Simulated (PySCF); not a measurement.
## Electric properties by functional and basis

BH2F.
Cartesian coordinates in Å at the PBE0-D3(BJ)/def2-SVP level; atoms count from 1:
```
atom  x, y, z in Å
B1    -0.040    0.010   -0.219
F2     1.226   -0.217   -0.498
H3    -0.537    1.028   -0.645
H4    -0.629   -0.811    0.445
```

PySCF, dipoles from the SCF density, polarisabilities from static response with core orbitals frozen. Geometry: PBE0-D3(BJ)/def2-SVP; no solvent, vibrations or thermal averaging.

Problem. Which levels come closest to the reference values?

Solution. 

```tsv
level	μ (D)	error (%)	α (Å³)	error (%)	anisotropy (Å³)
LDA/def2-SVPD	0.658	-20.4	2.68	+9.3	0.64
PBE/def2-SVPD	0.630	-23.8	2.64	+7.6	0.64
B3LYP/def2-SVPD	0.770	-6.9	2.54	+3.5	0.61
PBE0/def2-SVPD	0.770	-6.9	2.51	+2.3	0.58
BHandHLYP/def2-SVPD	0.910	+10.1	2.41	-1.7	0.56
CAM-B3LYP/def2-SVPD	0.815	-1.5	2.52	+2.8	0.59
wB97X-D/def2-SVPD	0.805	-2.7	2.50	+2.0	0.57
LC-wPBE/def2-SVPD	0.794	-4.0	2.49	+1.4	0.56
HF/def2-SVPD	1.036	+25.2	2.28	-7.0	0.51
PBE0/6-31G*	0.483	-41.5	1.90	-22.6	0.89
PBE0/def2-SVP	0.581	-29.8	1.97	-19.6	0.81
PBE0/6-31+G*	0.785	-5.1	2.14	-12.7	1.01
PBE0/aug-cc-pVDZ	0.723	-12.5	2.52	+2.8	0.62
PBE0/def2-TZVP	0.715	-13.5	2.31	-5.7	0.71
PBE0/def2-TZVPD	0.731	-11.6	2.54	+3.9	0.59
PBE0/aug-cc-pVTZ	0.733	-11.3	2.55	+4.1	0.60
```

Reference dipole: 0.827 D (computed, CCSD(T)/CBS, all electrons, equilibrium geometry, gas; Hait, Head-Gordon, J. Chem. Theory Comput. 14 (2018) 1969). Reference polarisability: 2.450 Å³ (computed, CCSD(T)/CBS, static electronic, isotropic average, equilibrium geometry, gas; Hait, Head-Gordon, Phys. Chem. Chem. Phys. 20 (2018) 19800). The anisotropy is √(½[(α1 − α2)² + (α2 − α3)² + (α3 − α1)²]). For the dipole, the smallest error is 1.5% (CAM-B3LYP/def2-SVPD) and the largest 41.5% (PBE0/6-31G*). For the polarisability, the smallest error is 1.4% (LC-wPBE/def2-SVPD) and the largest 22.6% (PBE0/6-31G*). The dipole runs from 0.48 D (PBE0/6-31G*) to 1.04 D (HF/def2-SVPD). In one basis (def2-SVPD) the functionals order the polarisability from HF (lowest) to LDA (highest), a spread of 17%. With PBE0 the polarisability is 2.06 Å³ without diffuse functions (mean of 6-31G*, def2-SVP and def2-TZVP) and 2.45 Å³ with them (mean of 6-31+G*, def2-SVPD, aug-cc-pVDZ, def2-TZVPD and aug-cc-pVTZ).
